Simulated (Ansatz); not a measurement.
Ansatz (a quantum-chemistry and plane-wave program) input (CAM-B3LYP/def2-TZVPD):

Ansatz 0.2 input:
```yaml
crystal:
  periodic: [false, false, false]
  atoms:
    - {symbol: H, position_ang: [0.01116471, -0.02286316, 2.10006054]}
    - {symbol: N, position_ang: [0.00552309, 0.00699052, 1.09243157]}
    - {symbol: C, position_ang: [-0.01584127, 1.14164578, 0.26594390]}
    - {symbol: C, position_ang: [0.01804917, -1.10159074, 0.27979305]}
    - {symbol: C, position_ang: [-0.01776430, 0.81027342, -1.07692710]}
    - {symbol: C, position_ang: [0.00437150, -0.63979611, -1.02364815]}
    - {symbol: H, position_ang: [-0.02792192, 2.11063355, 0.75657241]}
    - {symbol: H, position_ang: [0.03526148, -2.09640134, 0.70960952]}
    - {symbol: H, position_ang: [0.00994351, -1.30349671, -1.88423371]}
basis:
  gaussian:
    orbitals: def2-TZVPD
hamiltonian:
  xc: {name: CAM-B3LYP}
total_charge: -1
output: {forces: true}
```

End of the output:

```
integrals: 0.14 GiB planned
1079 factors; their error is unknown
integrals: 0.18 GiB planned
439 factors; integrals over basis functions are off by at most 1.3e-5 eV
mean field: 1.53 GiB planned
mean field evaluation 1: about -5695.3949 eV, gradient 4.2e1 eV
mean field evaluation 2: about -5670.2937 eV, gradient 9.0e1 eV
mean field evaluation 4: about -5699.9795 eV, gradient 6.7e0 eV
mean field evaluation 8: about -5700.1024 eV, gradient 2.8e-1 eV
mean field evaluation 16: about -5700.0933 eV, gradient 1.1e-3 eV
mean field -5700.09331773 eV, -209.4745657646 hartree, gradient 4.4e-5 eV, S^2 0.000000; 0 other end points of the search recorded, 0 dependent functions left out
the calculation of the forces begins
reference -5700.09345016 eV, -209.4745706314 hartree; 18, 18 occupied and 203, 203 virtual orbitals, 1079 factors
Total energy: -5700.09345016 eV, -209.4745706314 hartree
Atom 0 at     0.011165    -0.022863     2.100061 Å, force    -0.001694     0.057325    -0.161064 eV/Å
Atom 1 at     0.005523     0.006991     1.092432 Å, force     0.000474    -0.095771    -0.188312 eV/Å
Atom 2 at    -0.015841     1.141646     0.265944 Å, force     0.002687    -0.221952    -0.127906 eV/Å
Atom 3 at     0.018049    -1.101591     0.279793 Å, force    -0.006136     0.359892    -0.137907 eV/Å
Atom 4 at    -0.017764     0.810273    -1.076927 Å, force     0.004585    -0.167793     0.398896 eV/Å
Atom 5 at     0.004372    -0.639796    -1.023648 Å, force     0.000875     0.034012     0.269417 eV/Å
Atom 6 at    -0.027922     2.110634     0.756572 Å, force     0.000532    -0.050436    -0.044362 eV/Å
Atom 7 at     0.035261    -2.096401     0.709610 Å, force    -0.001028     0.046721    -0.062826 eV/Å
Atom 8 at     0.009944    -1.303497    -1.884234 Å, force    -0.000294     0.038001     0.054066 eV/Å
Dipole moment:     0.016716    -0.688383     1.230196 e Å
```

It need not be the lowest isomer of its formula. Whether it binds its extra electron was not tested at this geometry.
